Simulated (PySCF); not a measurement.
# B: ionisation energy

B [He] 2s2 2p1 (2P) → B⁺ [He] 2s2 (1S), as a difference of total energies. Calculation: PySCF 2.14, in def2-QZVPPD (8s4p4d2f1g, 63 functions); no relativity, point nucleus. Correlated levels: valence: 1s2 frozen; valence and next inner shell: nothing frozen. The calculations carry no spin-orbit coupling.

```csv
method,ionisation energy (eV)
UHF,8.043
PBE,8.671
PBE0,8.646
r2SCAN,8.766
M06,8.443
TPSSh,8.748
wB97X,8.508
HSE06,8.654
MP2 (valence),8.291
SCS-MP2 (valence),8.260
SCS-MP2 (valence and next inner shell),8.273
```

Question: Estimate what LDA gives.

Answer: 8.645 eV, closest to PBE0 among the rows shown.

Question: Estimate what MP2 (valence and next inner shell) gives.

Answer: 8.309 eV, closest to MP2 (valence) among the rows shown.

Errors of the correlated levels include the incompleteness of this basis and the frozen core.

For comparison: 8.297 eV (measured; NIST levels, between the centres of gravity of the two terms).
